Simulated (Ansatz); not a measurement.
Rock-salt RbBr was calculated with r²SCAN-D4 (plane waves, PAW; Ansatz, a program for electronic structure).

Numerical settings: plane-wave cutoff 560 eV, 8×8×8 k mesh, Fermi–Dirac smearing 0.01 eV, scalar-relativistic PAW data made under PBE.

The cell is scaled about its equilibrium volume:

| V (Å³/atom) | P (GPa) | direct gap at Γ (eV) |
|---|---|---|
| 38.543 | 1.06 | 5.089 |
| 39.363 | 0.66 | 5.030 |
| 40.183 | 0.31 | 4.974 |
| 41.003 | 0.00 | 4.921 |
| 41.823 | -0.28 | 4.870 |
| 42.643 | -0.52 | 4.822 |
| 43.463 | -0.74 | 4.775 |

A straight line through the gaps at Γ against ln V gives a volume deformation potential dE_g(Γ)/d ln V of -2.6 eV: the gap at Γ widens under compression.

Measured, for comparison: band gap 7.2 eV (temperature not stated, not corrected to a static lattice; as tabulated in Aguado et al. (1998), arXiv:cond-mat/9809176).

Spin–orbit coupling is not included.
